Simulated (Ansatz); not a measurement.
**NH, singlet: the ladder up to full CI**

Geometry: a PBE0/def2-TZVP stationary point for this spin. The triplet lies 1.7 eV lower here.

```
atom   x (Å)   y (Å)   z (Å)
   N  0.0000  0.0000  0.0000
   H  0.0000  0.0000  1.0385
```

Basis aug-cc-pVDZ; Ansatz 0.2.0. Only valence electrons are correlated (noble-gas cores frozen), which leaves 6 electrons in 31 orbitals. Prefix R: restricted or restricted open-shell reference; prefix U: unrestricted. Active spaces: valence = (6e, 5o) chosen from the atoms' valence shells.

Full CI is exact within this basis and frozen core; it isn't the basis-set limit. The frozen core follows each run's orbitals, which can shift R against U totals by a few meV.

The determinant fills πx and πy unequally, so it is a mixture of Σ and Δ, which weighs on every level built on one determinant.

The determinant has the irrep A1, whose lowest full-CI state lies within 3 meV of the A2 state that serves as the reference; occupations given are those of the former.

```
UHF ⟨S²⟩                          : 1.011
T1 diagnostic (RCCSD)             : 0.0093
largest doubles amplitude (RCCSD) : 0.273
```

| level | E − E(full CI) (kJ/mol) | share of correlation (%) | wall time |
| --- | --- | --- | --- |
| RHF | 463.0 | 0.00 | – |
| UHF† | 268.0 | – | – |
| RMP2 | 125.5 | 72.90 | – |
| UMP2† | -22.1 | – | – |
| CISD | 64.9 | 85.97 | 0.48 s |
| RCCSD | 43.7 | 90.55 | – |
| UCCSD*† | -104.6 | – | – |
| RCCSD(T) | 24.3 | 94.75 | 0.36 s |
| UCCSD(T)*† | -129.7 | – | 1.1 s |
| BCCD(T) | 24.4 | 94.73 | 0.3 s |
| RCCSDT* | 2.1 | 99.56 | – |
| UCCSDT*† | -164.9 | – | – |
| RCCSDT(Q)* | -0.8 | 100.17 | 0.99 s |
| UCCSDT(Q)*† | -169.5 | – | 3.6 s |
| RCCSDTQ* | 0.1 | 99.99 | 19 s |
| CASSCF (valence space) | 324.7 | 29.87 | – |
| NEVPT2 (valence space) | 64.9 | 85.98 | 0.21 s |
| MRCISD (valence space) | 13.1 | 97.18 | – |
| MRCISD+Q (valence space) | -0.7 | 100.15 | 0.48 s |

An asterisk marks runs whose energy the program itself flagged as in doubt. A dagger marks rows that describe another state than the reference (another or a broken symmetry, a higher spin or other natural occupations), so the difference holds a gap between states beside the method's error.

The correlation energy at full CI, counted from RHF, is -4.799 eV. That run took 21 s on 1 thread of Arm Neoverse V2, shared host over 5,037,396 determinants.

Times hold each run's SCF and search for its determinant on a shared host, so for small cases they say little of a method's own cost; they ran on 1 thread of Arm Neoverse V2. Some runs computed forces too.

Not variational, and here over 5 meV under the exact energy: RCCSDT(Q), MRCISD+Q (valence space).

Unrestricted levels hold only the spin's projection, and here they fall towards a lower state of higher spin.

The full-CI state has the irrep A2 of C2v, in the program's axes (one component, if the state is degenerate).

Natural occupations of full CI about the gap: 1.970 1.954 0.990 0.987 0.030 0.011 0.011 0.010 0.010 0.006; effectively unpaired electrons, Σ n²(2−n)², 2.02. No single determinant describes this state well, so single-reference rows can miss without a flag.
